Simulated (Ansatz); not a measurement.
**How well does each level of theory give the equilibrium volume per atom of antiferromagnetic (type II) rock-salt NiO?**

Reference value: 9.07 Å³/atom (measured, 5 K, zero-point motion not removed, pseudo-cubic cell; as tabulated in Yang et al. (2022), arXiv:2205.02972).

```tsv
level (code)	value (Å³/atom)	difference (%)
LDA (Ansatz)	8.37	-7.7
PBE (Ansatz)	9.21	+1.5
revPBE (Ansatz)	9.44	+4.1
RPBE (Ansatz)	9.53	+5.1
PBE-D3(BJ) (Ansatz)	9.06	-0.1
PBE-D4 (Ansatz)	9.01	-0.7
PBEsol-D3(BJ) (Ansatz)	8.66	-4.5
rVV10 (Ansatz)	9.39	+3.5
PBE+U (ortho-atomic projectors) (Ansatz)	9.63	+6.2
r²SCAN (Ansatz)	9.02	-0.6
r²SCAN-D4 (Ansatz)	8.95	-1.3
r²SCAN+rVV10 (Ansatz)	8.93	-1.5
```

Once the reference is moved by up to 1.0 % (a margin picked here for doubts on the reference and the settings, and for temperature and zero-point motion) and values within 0.3 % count as equal, the nearest can be PBE-D3(BJ) (-0.1 %), r²SCAN (-0.6 %), PBE-D4 (-0.7 %), r²SCAN-D4 (-1.3 %), PBE (+1.5 %) or r²SCAN+rVV10 (-1.5 %). By the same margin the farthest can be LDA (-7.7 %) or PBE+U (ortho-atomic projectors) (+6.2 %).

The measured value isn't corrected to a static lattice, so vibrations enter the comparison. A static lattice is as a rule a little smaller than the measured one. Spin-polarised runs: LDA (opposed moments), PBE (opposed moments), revPBE (opposed moments), RPBE (opposed moments), PBE-D3(BJ) (opposed moments), PBE-D4 (opposed moments), PBEsol-D3(BJ) (opposed moments), rVV10 (opposed moments), PBE+U (ortho-atomic projectors) (opposed moments), r²SCAN (opposed moments), r²SCAN-D4 (opposed moments), r²SCAN+rVV10 (opposed moments). PBE-D4: a distance lies near a switch of the dispersion term, which can move the cell. PBE+U (ortho-atomic projectors): results with U depend on the projectors and the PAW data. PBE+U (ortho-atomic projectors) takes U_eff Ni 6.2 eV. Cutoffs and k meshes differ between the levels. Ansatz's density-functional and Hartree–Fock values are scalar-relativistic unless marked +SOC, with PAW data made under PBE.

Differences are worked out from the printed values.

Ansatz is a quantum-chemistry and plane-wave program.
